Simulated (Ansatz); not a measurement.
## Defect calculation, host Si

All numbers below come from Ansatz, DFT r2SCAN, scalar-relativistic, plane waves, PAW. Settings: 500 eV cutoff, 2×2×2 k-mesh, shifted by half a step, Gaussian smearing of 0.01 eV, collinear spin in charge 0 alone.

Host crystal, relaxed:

```
CELL_PARAMETERS angstrom
0.00000 2.72185 2.72185
2.72185 0.00000 2.72185
2.72185 2.72185 0.00000
ATOMIC_POSITIONS crystal
Si 0.75000 0.75000 0.75000
Si 0.50000 0.50000 0.50000
```

Supercell of 32 atoms, rows in host cell vectors: 1 -3 1; 1 1 -3; 1 1 1. Atoms relax at the host's cell from a start displaced at random by 0.06 Å near the defect, so other minima may exist. The cell is small, so energies carry finite-size errors of tenths of an eV. The host's Kohn–Sham gap is 0.77 eV. Atoms are taken from and returned to the elements' standard states. Charged cells are corrected for image charges with the computed static dielectric tensor (mean 11.7) and aligned with the host's potential at far atoms (alignment terms reach 0.19 eV; the program doubts the alignment in some charges, where it is up to 0.19 eV). No band-filling term is added, and the Fermi level counts from the host's valence band top.

With moments and this functional the run may sit in a state above the lowest one. Starting moments were lost in some runs.

The defect is a foreign atom on a Si site at (0.750, 0.750, 0.750) of the host cell.

| charge | E_f at the valence band top (eV) | over the neutral state (eV) | moment (μB) | largest move (Å) | atoms near the site |
| --- | --- | --- | --- | --- | --- |
| +1 | 2.94 | 0.03 | 0.00 | 0.15 | 2 Si at 2.49 Å, 2 Si at 2.50 Å |
| 0 | 2.91 | 0.00 | 0.50 | 0.13 | 4 Si at 2.46 Å |

Among the charges computed the stable one is 0 at the valence band top and stays so across the gap. In charge +1, 0 the cell has partly filled bands: a level of the defect may be part filled, the carrier may sit in the host's bands, or levels may cross between the k points, so transitions that involve it are doubtful. Without the alignment that the program doubts, the level (+1/0) would lie at 0.16 eV, inside the gap, so these runs don't decide whether the defect changes charge there. Fractional moments come from partly filled bands of the small cell.

Question: Which element is it? Judge by the nearest distance in charge 0 and covalent radii.
A. Ag
B. P
C. Na
D. Ca
E. W

Answer: A. The nearest neighbour is Si at 2.46 Å, and the summed covalent radii with Si are 2.56 Å for Ag, 2.87 Å for Ca, 2.77 Å for Na, 2.18 Å for P, 2.73 Å for W, so Ag fits best. Bonds can miss such sums by a tenth of an ångström or more.

Cost: 3 runs of about 77 core-minutes in all, on AMD EPYC (Zen 3) (shared hosts).